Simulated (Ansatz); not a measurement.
## Nudged elastic band run: C3H4FNO

The input (input.yaml):

```yaml
crystal:
  periodic: [false, false, false]
  atoms:
    - { symbol: "N", position_ang: [-0.90348, -1.650155, 0.701242] }
    - { symbol: C, position_ang: [-0.16285, -0.931483, -0.240058] }
    - { symbol: C, position_ang: [0.271351, 0.318698, -0.103106] }
    - { symbol: O, position_ang: [0.189582, 1.355873, 0.832003] }
    - { symbol: C, position_ang: [0.960495, 1.542062, -0.34901] }
    - { symbol: F, position_ang: [0.475794, 2.445624, -1.225415] }
    - { symbol: H, position_ang: [-1.600044, -2.268451, 0.295223] }
    - { symbol: H, position_ang: [-1.312342, -1.078347, 1.435383] }
    - { symbol: H, position_ang: [0.125817, -1.47706, -1.142609] }
    - { symbol: H, position_ang: [2.038778, 1.692139, -0.200653] }
basis:
  gaussian: { orbitals: def2-SVP }
hamiltonian:
  xc: b3lyp
neb:
  order_check: false
  images: 9
  f_tol: 0.05
  max_iterations: 60
  initial_path: idpp
  spring: 0.5
  final_atoms:
    - { symbol: "N", position_ang: [-1.23770831, -1.48819496, 0.49456171] }
    - { symbol: C, position_ang: [-0.26480218, -0.88439668, -0.30513573] }
    - { symbol: C, position_ang: [0.27311236, 0.31597901, -0.10486143] }
    - { symbol: O, position_ang: [0.1937461, 1.34918994, 0.83507678] }
    - { symbol: C, position_ang: [0.99051106, 1.52732804, -0.32972717] }
    - { symbol: F, position_ang: [0.54285066, 2.45037278, -1.205086] }
    - { symbol: H, position_ang: [-1.13502659, -2.49462429, 0.58748568] }
    - { symbol: H, position_ang: [-1.36779888, -1.048918, 1.40182988] }
    - { symbol: H, position_ang: [0.01906701, -1.42853211, -1.21010171] }
    - { symbol: H, position_ang: [2.06914977, 1.65069629, -0.16104202] }
```

Command:

```bash
$ ansatz run input.yaml --threads 2 --pin off --max-ram 3072MiB --backend cpu --events-out ev --progress --plain --runs-dir out
```

Output, in part (warnings, iteration lines, the closing report on the highest movable image, with atoms numbered from 0):

```
NEB end point (image 0): max|allowed force component| = 9.210e-3 eV/Å (the criterion of neb.relax_end_points is 1.000e-2)
NEB end point (image 10): max|allowed force component| = 6.766e-3 eV/Å (the criterion of neb.relax_end_points is 1.000e-2)
NEB iter   1: max|band force component| = 5.356e-1 eV/Å  barrier→ = 0.0741 eV  barrier← = 0.0669 eV  Δτ_max = 0.0267 Å  (300 SCF iters)
NEB iter   2: max|band force component| = 2.224e-1 eV/Å  barrier→ = 0.0626 eV  barrier← = 0.0553 eV  CI = image 5  Δτ_max = 0.0538 Å  (283 SCF iters)
NEB iter   3: max|band force component| = 2.448e-1 eV/Å  barrier→ = 0.0599 eV  barrier← = 0.0526 eV  CI = image 5  Δτ_max = 0.0187 Å  (274 SCF iters)
NEB iter   4: max|band force component| = 7.023e-2 eV/Å  barrier→ = 0.0596 eV  barrier← = 0.0524 eV  CI = image 5  Δτ_max = 0.0076 Å  (263 SCF iters)
NEB iter   5: max|band force component| = 4.728e-2 eV/Å  barrier→ = 0.0596 eV  barrier← = 0.0523 eV  CI = image 5  Δτ_max = 0.0000 Å  (475 SCF iters)
Total energy: -9420.40542859 eV, -346.1935141204 hartree
Atom 0 at    -1.127200    -1.513190     0.574181 Å, force     0.003600     0.005897    -0.002539 eV/Å
Atom 1 at    -0.246054    -0.877433    -0.274007 Å, force     0.002019    -0.003362    -0.012206 eV/Å
Atom 2 at     0.292010     0.328045    -0.095854 Å, force    -0.008954     0.003985     0.009300 eV/Å
Atom 3 at     0.252354     1.363471     0.853624 Å, force     0.009132     0.001391    -0.009026 eV/Å
Atom 4 at     1.044377     1.516061    -0.316527 Å, force    -0.004402    -0.010091     0.005024 eV/Å
Atom 5 at     0.622683     2.458123    -1.188064 Å, force    -0.000914     0.004006    -0.000343 eV/Å
Atom 6 at    -1.471527    -2.434580     0.358842 Å, force    -0.002766    -0.001449     0.003038 eV/Å
Atom 7 at    -1.432050    -1.074888     1.430709 Å, force     0.000045    -0.002099     0.000791 eV/Å
Atom 8 at     0.020560    -1.423105    -1.182797 Å, force     0.001698    -0.000977     0.004173 eV/Å
Atom 9 at     2.127948     1.606397    -0.157106 Å, force     0.000542     0.002699     0.001789 eV/Å
Dipole moment:    -0.022312    -0.629024     0.024331 e Å
```

The forces met the threshold. Another band between the same ends (9 images) ends at a top of the same energy, where a vibrational analysis finds 1 clearly imaginary mode.

Final band (atoms are numbered from 1 in the order of the input):

```csv
image,path coordinate (Å),energy (kJ/mol),height of N1 over the plane of its neighbours (Å)
0,0.00,0.0,-0.30
1,0.10,0.2,-0.29
2,0.19,0.9,-0.26
3,0.29,2.5,-0.19
4,0.39,4.7,-0.10
5,0.48,5.7,0.01
6,0.57,4.9,0.10
7,0.66,3.0,0.19
8,0.75,1.5,0.26
9,0.85,0.9,0.29
10,0.94,0.7,0.30
```

Time of the run: 3.4 min on 2 threads of Arm Neoverse N1, with other jobs on the host, peak memory 0.23 GiB.
